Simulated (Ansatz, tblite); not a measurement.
**The cluster Au₂Br+: rung by rung**

An exercise on one series of results from a longer session: the logs are not shown, and one member is left open.

Program: Ansatz 0.2.0, Gaussian basis. Level of theory: as each input shows. These are calculated values, not measurements.

Levels to be run: GFN1-xTB, GFN2-xTB, PBE-D4/def2-TZVP, r2SCAN-D4/def2-TZVP, r2SCANh-D4/def2-TZVP, r2SCAN0-D4/def2-TZVP, LC-ωPBE/def2-TZVP, ωB97M-V/def2-TZVP, PBE-QIDH/def2-TZVP, PBE-D4/def2-SVP, PBE0-D4/def2-SVP, CCSD(T)/def2-TZVPP, MP2/def2-TZVP, RPA/def2-TZVP.

1 further run of the same task is left out (set aside as unsound or not needed). Runs told in other sessions of the task aren't counted.

**The relaxed structure**

The singlet was relaxed beforehand with r2SCAN-D4/def2-TZVP. At that level it is the lowest of the isomers that a small search found.

3 atoms, charge 1, spin multiplicity 1.

Bond lengths: Au1–Br3 2.423 Å, Au2–Br3 2.423 Å. Angles: Au1–Br3–Au2 71.2°.

Au takes a core potential in the def2 sets. No spin-orbit coupling is included. The ion is computed in the gas phase, without counter-ions or solvent.

PBE0-D4/def2-TZVP was run before; its log isn't repeated, and its numbers join the tables.

The first run:

Tight binding, by tblite at 300 K electronic temperature and without a spin-polarisation term:

```python
tblite.interface.Calculator('GFN1-xTB', numbers, positions, charge=1, uhf=0).singlepoint()
```

Tight binding, by tblite at 300 K electronic temperature and without a spin-polarisation term:

```python
tblite.interface.Calculator('GFN2-xTB', numbers, positions, charge=1, uhf=0).singlepoint()
```

start.molden holds the orbitals of an earlier run on this state, given as this run's starting guess.

in.yaml

```yaml
crystal:
  periodic: [false, false, false]
  atoms:
    - {symbol: Au, position_ang: [-1.231521, 0.209876, -0.927400]}
    - {symbol: Au, position_ang: [0.456787, 0.798517, 1.254684]}
    - {symbol: Br, position_ang: [0.774723, -1.008394, -0.327283]}
basis:
  gaussian: {orbitals: def2-TZVP, initial_orbitals: start.molden}
total_charge: 1
hamiltonian: {xc: pbe, dispersion: d4}
scf: {omitted_lower_state_checks: [starts]}
output: {orbitals: {seedname: orbitals}}
```

Launch:

```
ansatz run in.yaml --threads 4 --pin off --events-out ev --progress --plain --max-ram 3916MiB
```

Among the steps run: PBE-D4/def2-TZVP; r2SCAN-D4/def2-TZVP; r2SCANh-D4/def2-TZVP; r2SCAN0-D4/def2-TZVP; LC-ωPBE/def2-TZVP; ωB97M-V/def2-TZVP; PBE-QIDH/def2-TZVP; PBE-D4/def2-SVP; PBE0-D4/def2-SVP; CCSD(T)/def2-TZVPP; MP2/def2-TZVP; RPA/def2-TZVP.

One table of the session follows, with a row left open; its other results are not shown here.

It belongs to the step «Levels side by side». 

```
               level  HOMO (eV)  LUMO (eV)  gap (eV)
     PBE-D4/def2-SVP     -12.10     -10.07      2.03
    PBE-D4/def2-TZVP     -12.02     -10.01      2.01
 r2SCAN-D4/def2-TZVP     -12.18      -9.79      2.39
r2SCANh-D4/def2-TZVP     -12.62      -9.42      3.20
    PBE0-D4/def2-SVP     -13.24      -9.06      4.17
   PBE0-D4/def2-TZVP     -13.14      -8.98      4.16
r2SCAN0-D4/def2-TZVP          ?          ?         ?
   LC-ωPBE/def2-TZVP     -15.49      -6.61      8.88
   ωB97M-V/def2-TZVP     -15.23      -6.91      8.32
```

**Question.** Estimate the row for r2SCAN0-D4/def2-TZVP.

Worked estimate for «HOMO (eV)». Against the share of exact exchange, r2SCAN-D4/def2-TZVP (0, -12.18), r2SCANh-D4/def2-TZVP (0.1, -12.62) give a slope of -4.40 per unit share; at 0.25 the line stands at -13.28.

**Answer.** HOMO (eV): -13.28; LUMO (eV): -8.87; gap (eV): 4.42. In «HOMO (eV)» the line misses by 0.00.
